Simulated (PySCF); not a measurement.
# Na2 (Na2): the cost of one run

Programs: PySCF 2.14.0, with routines of our own; each step states its level. All values are computed. Atoms count from 0.

### 1 The starting structure

2 atoms, charge 0, multiplicity 1; geometry from: GFN2-xTB.

### 2 Relaxing the molecule at B3LYP/6-31+G*

Job settings and geometry (Å):

```
{"job": {"xc": "B3LYP", "basis": "6-31+G*", "grid": 1, "kind": "geom"}, "charge": 0, "multiplicity": 1}
Na     1.367533    -0.002630    -0.003156
Na    -1.364777     0.003898    -0.010993
```

The run is started by

```sh
> OMP_NUM_THREADS=1 python excited_run.py task.json out
```

This one command runs all jobs of the session in turn.

Q: Estimate the wall time and peak memory of this first job on 1 thread of Arm Neoverse N1, shared host.

About 3 s, with a peak of 0.25 GiB.
